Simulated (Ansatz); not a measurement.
```yaml
crystal:
  periodic: [false, false, false]
  atoms:
    - {symbol: C, position_ang: [-0.328279, 0.905452, 0.689378]}
    - {symbol: N, position_ang: [0.089829, -0.406032, -0.096004]}
    - {symbol: P, position_ang: [1.276947, -1.114273, 0.064920]}
    - {symbol: C, position_ang: [-0.752124, -0.444375, -1.419615]}
    - {symbol: S, position_ang: [-2.020973, 0.357106, -1.818635]}
    - {symbol: H, position_ang: [-0.404106, 1.815175, 0.160875]}
    - {symbol: H, position_ang: [0.380040, 0.907048, 1.419978]}
    - {symbol: H, position_ang: [-1.253944, 0.815485, 1.134539]}
    - {symbol: H, position_ang: [1.240590, -1.391363, 1.440431]}
    - {symbol: H, position_ang: [2.338846, -0.172183, 0.298445]}
    - {symbol: H, position_ang: [-0.477621, -1.285622, -1.891510]}
basis:
  gaussian: {orbitals: "6-31++G**", fitting: {mean_field: cc-pVTZ-jkfit}}
magnetization: {spin_polarized: true, initial_magnetization: 0}
hamiltonian: {xc: {name: B2PLYP}}
outputs: {forces: true}
output: {forces: true}
```

```sh
$ ansatz run in.yaml --threads 4 --pin off --events-out ev --progress --plain --max-ram 10444MiB
```

It prints (some lines left out):

```
Error: YAML parse error: error: line 19 column 1: unknown field `outputs`, expected one of crystal, accuracy, basis, kpoints, hamiltonian, magnetization, projection, total_charge, correlation, batch, efield, external_charges, scf, relax, neb, saddle, md, ramp, phonons, dielectric, real_time, elastic, magnetic_configurations, gw, evaluate, workflow, output, checkpoint, execution
  --> <input>:19:1
   |
17 | magnetization: {spin_polarized: true, initial_magnetization: 0}
18 | hamiltonian: {xc: {name: B2PLYP}}
19 | outputs: {forces: true}
   | ^ unknown field `outputs`, expected one of crystal, accuracy, basis, kpoints, hamiltonian, magnetization, projection, total_charge, correlation, batch, efield, external_charges, scf, relax, neb, saddle, md, ramp, phonons, dielectric, real_time, elastic, magnetic_configurations, gw, evaluate, workflow, output, checkpoint, execution
20 | output: {forces: true}
   |
```

Problem. Something in this input is off. What?

Solution. The input holds a key that doesn't belong there. The input was rejected before any iteration.
